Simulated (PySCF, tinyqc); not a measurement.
RKS/BP86 in the sto-6g basis, for OH-, spin multiplicity 1, step by step. The basis has no diffuse functions, so it cannot describe the extra electron: this is an exercise in the method, not the real anion. The lowest restricted solution is unstable here: a spin-polarised one lies 0.0001 hartree lower (PySCF). One step of it, computed by the program tinyqc.

Question. Iteration 1: building the Kohn-Sham matrix. J_ij = sum D_kl (ij|kl); F = H + J + V_xc; E = tr D H + tr D J / 2 + E_xc + E_nn.

D at the start, lower triangle:
```
            1O 1s      1O 2s    1O 2px    1O 2py    1O 2pz     2H 1s
1O 1s    2.102182
1O 2s   -0.442856   1.928791
1O 2px   0.000000   0.000000  2.000000
1O 2py   0.000000   0.000000  0.000000  2.000000
1O 2pz   0.034155  -0.132813  0.000000  0.000000  1.907285
2H 1s   -0.093881   0.307014  0.000000  0.000000  0.179001  0.070254
```

core Hamiltonian H = T + V (hartree), lower triangle:
```
             1O 1s      1O 2s     1O 2px     1O 2py     1O 2pz      2H 1s
1O 1s   -32.287226
1O 2s    -7.129618  -8.513675
1O 2px    0.000000   0.000000  -6.811368
1O 2py    0.000000   0.000000   0.000000  -6.811368
1O 2pz   -0.006815  -0.081077   0.000000   0.000000  -6.851024
2H 1s    -0.507164  -1.338596   0.000000   0.000000  -1.096022  -3.307835
```

Two-electron integrals (ij|kl) in chemists' order, unique and non-zero (hartree):
```
(11|11) 4.787491   (21|11) 0.675884   (21|21) 0.121505   (22|11) 1.117379
(22|21) 0.249212   (22|22) 0.817383   (31|31) 0.025762   (32|31) 0.039145
(32|32) 0.180664   (33|11) 1.117381   (33|21) 0.249212   (33|22) 0.817382
(33|33) 0.880663   (41|41) 0.025762   (42|41) 0.039145   (42|42) 0.180664
(43|43) 0.047461   (44|11) 1.117381   (44|21) 0.249212   (44|22) 0.817382
(44|33) 0.785741   (44|44) 0.880663   (51|51) 0.025762   (52|51) 0.039145
(52|52) 0.180664   (53|53) 0.047461   (54|54) 0.047461   (55|11) 1.117381
(55|21) 0.249212   (55|22) 0.817382   (55|33) 0.785741   (55|44) 0.785741
(55|55) 0.880663   (61|11) 0.050627   (61|21) 0.008739   (61|22) 0.017583
(61|33) 0.017548   (61|44) 0.017548   (61|51) 0.000428   (61|52) 0.000845
(61|55) 0.017654   (61|61) 0.000640   (62|11) 0.150516   (62|21) 0.034175
(62|22) 0.127754   (62|33) 0.125528   (62|44) 0.125528   (62|51) 0.002737
(62|52) 0.021898   (62|55) 0.132206   (62|61) 0.002481   (62|62) 0.027415
(63|31) 0.003410   (63|32) 0.020394   (63|53) 0.004314   (63|63) 0.003437
(64|41) 0.003410   (64|42) 0.020394   (64|54) 0.004314   (64|64) 0.003437
(65|11) 0.122232   (65|21) 0.028095   (65|22) 0.111734   (65|33) 0.107139
(65|44) 0.107139   (65|51) 0.005255   (65|52) 0.037444   (65|55) 0.120924
(65|61) 0.002112   (65|62) 0.029083   (65|65) 0.033805   (66|11) 0.354536
(66|21) 0.081902   (66|22) 0.351348   (66|33) 0.340559   (66|44) 0.340559
(66|51) 0.006576   (66|52) 0.074999   (66|55) 0.372925   (66|61) 0.005959
(66|62) 0.106392   (66|65) 0.127704   (66|66) 0.774999
```

nuclear repulsion = 2.84886789 hartree

V_xc (hartree), lower triangle:
```
            1O 1s      1O 2s     1O 2px     1O 2py     1O 2pz      2H 1s
1O 1s   -3.142795
1O 2s   -0.382228  -0.836098
1O 2px   0.000000   0.000000  -0.834880
1O 2py   0.000000   0.000000   0.000000  -0.834880
1O 2pz   0.000915   0.003296   0.000000   0.000000  -0.836065
2H 1s   -0.029857  -0.113744   0.000000   0.000000  -0.093871  -0.269825
```

E_xc = sum of w rho eps_xc = -10.05500249 hartree

Give: Coulomb J; Kohn-Sham matrix F; total energy of this density.

Answer.

Coulomb J (hartree), lower triangle:
```
         1O 1s   1O 2s  1O 2px  1O 2py  1O 2pz  2H 1s
1O 1s   18.373
1O 2s    3.301   8.673
1O 2px   0.000   0.000   8.672
1O 2py   0.000   0.000   0.000   8.672
1O 2pz  -0.005  -0.013   0.000   0.000   8.675
2H 1s    0.239   1.315   0.000   0.000   1.136  3.569
```

Kohn-Sham matrix F (hartree), lower triangle:
```
          1O 1s   1O 2s  1O 2px  1O 2py  1O 2pz   2H 1s
1O 1s   -17.057
1O 2s    -4.211  -0.677
1O 2px    0.000   0.000   1.026
1O 2py    0.000   0.000   0.000   1.026
1O 2pz   -0.011  -0.091   0.000   0.000   0.988
2H 1s    -0.298  -0.137   0.000   0.000  -0.054  -0.009
```

total energy of this density = -74.28591 hartree
